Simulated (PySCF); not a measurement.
# How good is the calculation?

Numbering as in the mapped SMILES `[CH3:1][c:2]1[cH:3][cH:4][cH:5][s:6]1`. Each H is labelled by its parent atom.

Published estimates (parent shift plus substituent increments) and measurements: δ ³³S S6 178.0 ppm (measured; liquid, neat; H. L. Retcofsky, R. A. Friedel, J. Am. Chem. Soc. 94 (1972) 6579).
δ ¹H H(C5) 7.07; H(C4) 6.89; H(C3) 6.75 ppm (estimated from measurements, as parent shift plus tabulated substituent increment; solution, not stated per compound (mostly CDCl3 or CCl4); Pretsch, Buehlmann, Badertscher, Structure Determination of Organic Compounds, 4th ed. (2009)).

A single conformation, gas phase, equivalent nuclei averaged, non-relativistic Hamiltonian. Geometry: PBE0-D3(BJ)/def2-TZVP; σ from GIAO-B97-2/pcSseg-2; PySCF.

**Question.** Set the calculated values beside the experiment.

**Answer.** 
Reference values: measured (liquid, neat; H. L. Retcofsky, R. A. Friedel, J. Am. Chem. Soc. 94 (1972) 6579).
| atoms | quantity | reference | computed |
| --- | --- | --- | --- |
| S6 | δ ³³S vs CS2 | 178.0 | 248.8 |

Reference values: estimated from measurements, as parent shift plus tabulated substituent increment (solution, not stated per compound (mostly CDCl3 or CCl4); Pretsch, Buehlmann, Badertscher, Structure Determination of Organic Compounds, 4th ed. (2009)).
```tsv
atoms	quantity	reference	computed	computed, scaled
H(C5)	δ ¹H	7.07	7.22	6.92
H(C4)	δ ¹H	6.89	7.08	6.78
H(C3)	δ ¹H	6.75	6.98	6.69
```

Computed shifts are σ(ref) − σ with the named reference compound (TMS for H and C) calculated as an isolated molecule at the same level. The measured values may be among those fitted. Shieldings were converted by linear fits to measured shifts (mostly CDCl3, TMS scale, for H and C): ¹H (scatter 0.14 ppm rms, 0.16 ppm with the 4 outliers that the fit left out). Occasional misses reach two or three times the rms, and more in compound classes unlike the fitted ones.

**Question.** How far are the unscaled ¹H shifts from the references?

**Answer.** Mean signed difference +0.19 ppm, mean absolute 0.19 ppm over 3 comparisons; the largest is +0.23 ppm at H(C3) (hydrogen on an aromatic CH).
